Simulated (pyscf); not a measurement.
Thermochemistry of product channels of :HSi–Cl [singlet] + silylene (SiH₂) [singlet] on the singlet surface, in kJ/mol, from CCSD(T)/def2-TZVPP + ΔMP2(QZVPP) energies (ideal gas, 1 atm, RRHO with modes under 100 cm⁻¹ raised to 100, one conformer, R ln 2 for rigid chiral ones). Optimised with ωB97X-D3(BJ)/def2-SVP in PySCF. MP2 and CC: frozen core, UHF for open shells. ΔMP2 is the change of the MP2 total energy from the triple- to the quadruple-zeta basis.

```json
[
 {"products": "H₂Si=SiH–Cl", "ΔE": "?", "ΔH(298 K)": "-203.1", "ΔG(600 K)": "-114.9", "ΔG(1200 K)": "-32.6"},
 {"products": ":HSi–SiH₂–Cl [singlet]", "ΔE": "-210.1", "ΔH(298 K)": "-197.1", "ΔG(600 K)": "-106.3", "ΔG(1200 K)": "?"},
 {"products": "H₃Si–Si:–Cl [singlet]", "ΔE": "-231.6", "ΔH(298 K)": "-218.1", "ΔG(600 K)": "-132.8", "ΔG(1200 K)": "-52.7"}
]
```

Problem. Complete the blanks.

Solution. 
- H₂Si=SiH–Cl, ΔE: -215.6
- :HSi–SiH₂–Cl [singlet], ΔG(1200 K): -20.6

These are energies of the channels, which say nothing of barriers. The CCSD(T) − MP2 part came from Ansatz, without density fitting, on the same reference.
